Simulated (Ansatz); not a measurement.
# AlH₃F (doublet): the correlation ladder at distance Al1–H4 along a hydrogen transfer = 1.475 Å, cc-pVDZ

One table from this session's results is given with a row withheld; the runs are named, their logs left out.

Method: cc-pVDZ, core rule «outside noble gas», up to 6 orbitals frozen; program: Ansatz 0.2.0, Gaussian basis.

The runs, in order: UHF; CCSD(T) on ROHF; CCSD(T) on UHF; BCCD(T) on ROHF; CISD; CCSDT(Q) on ROHF; CCSDT(Q) on UHF; CASSCF and MRCISD+Q, 3 electrons in 3 orbitals; CASSCF and NEVPT2, 3 electrons in 3 orbitals.

19 further runs of the same task are left out: 9 for a known fault of the program, 8 that didn't finish, 2 set aside as unsound or not needed.

### What is computed

The geometry derives from fragments relaxed apart (PBE0/def2-TZVP) and kept rigid, so it is no stationary point. A hydrogen atom is moved between rigid fragments.

5 atoms, charge 0, spin multiplicity 2.

Atoms are counted from 1 here; the program's logs count them from 0.

Bond lengths: Al1–H2 1.586 Å, Al1–H3 1.586 Å, Al1–H4 1.475 Å. Angles: H2–Al1–H3 120.0°, H2–Al1–H4 120.0°, H3–Al1–H4 120.0°.

The first run:

The input, in.yaml:

```yaml
crystal:
  periodic: [false, false, false]
  atoms:
    - {symbol: Al, position_ang: [-1.085586, 0.000000, 0.000000]}
    - {symbol: H, position_ang: [-1.878510, 1.373384, 0.000000]}
    - {symbol: H, position_ang: [-1.878510, -1.373384, 0.000000]}
    - {symbol: H, position_ang: [0.389414, 0.000000, 0.000000]}
    - {symbol: F, position_ang: [1.720414, 0.000000, 0.000000]}
basis:
  gaussian: {orbitals: cc-pVDZ}
magnetization: {spin_polarized: true, initial_magnetization: 1}
hamiltonian: {xc: hf}
output: {orbitals: {seedname: orbitals}}
```

Command:

```bash
$ ansatz run in.yaml --threads 1 --pin off --events-out ev --progress --plain --max-ram 2393MiB
```

Among the steps run: UHF; CCSD(T) on ROHF; CCSD(T) on UHF; BCCD(T) on ROHF; CISD; CCSDT(Q) on ROHF; CCSDT(Q) on UHF; CASSCF and MRCISD+Q, 3 electrons in 3 orbitals; CASSCF and NEVPT2, 3 electrons in 3 orbitals.

One of the session's tables, all rows but one given; the rest of the session is left out.

```
       method  from UCCSDT(Q) (kJ/mol)
         ROHF                   +779.6
          UHF                   +755.4
         RMP2                   +103.0
         UMP2                   +105.8
         CISD                    +74.4
        RCCSD                        ?
        UCCSD                    +13.2
     RCCSD(T)                     +3.4
     UCCSD(T)                     +3.4
      BCCD(T)                     +3.4
       RCCSDT                     +1.4
       UCCSDT                     +1.4
    RCCSDT(Q)                      0.0
    UCCSDT(Q)                        0
  CASSCF pair                   +722.9
  NEVPT2 pair                    +91.6
  MRCISD pair                    +63.6
MRCISD+Q pair                    +11.7
```

**Question.** Estimate the row for RCCSD.

**Answer.** from UCCSDT(Q) (kJ/mol): +13.8. In the column «from UCCSDT(Q) (kJ/mol)» it lies between UCCSD (+13.2) and MRCISD pair (+63.6).

Among the levels timed on like hardware and quicker than the yardstick, those that no quicker one beats, quickest first: NEVPT2 pair (1.4 s, +91.6 kJ/mol); MRCISD+Q pair (1.6 s, +11.7 kJ/mol); BCCD(T) (4.6 s, +3.4 kJ/mol); UCCSD(T) (8 s, +3.4 kJ/mol).

To keep in mind: Of the multireference levels listed MRCISD+Q pair comes nearest in total energy (+11.7 kJ/mol), which doesn't show that its space is the better one. Restricted and unrestricted rows rest on different reference determinants; where their highest levels disagree by more than a few hundredths of an eV, they describe different states and don't form one ladder.
